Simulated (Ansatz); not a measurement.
## Ansatz (development build ahead of 0.2.0) run

```yaml
crystal:
  periodic: [false, false, false]
  atoms:
    - { symbol: O, position_ang: [0.00065, 0.8296, -0.71114] }
    - { symbol: H, position_ang: [0.00328, 1.59843, -0.10101] }
    - { symbol: Cl, position_ang: [0.00638, -0.49163, 0.336] }
basis:
  gaussian: { orbitals: STO-3G }
hamiltonian:
  xc: hf
correlation:
  method: mp2
  frozen_orbitals: { Cl: 5, H: 0, O: 1 }
```

The input is written out in the form of the current development build from the run's settings.

Results

* Converged: yes
* Reference energy: -528.92865 hartree
* Correlation energy: -0.04981 hartree
* Total energy: -528.97846 hartree
* Spin squared of the determinant: 0.000
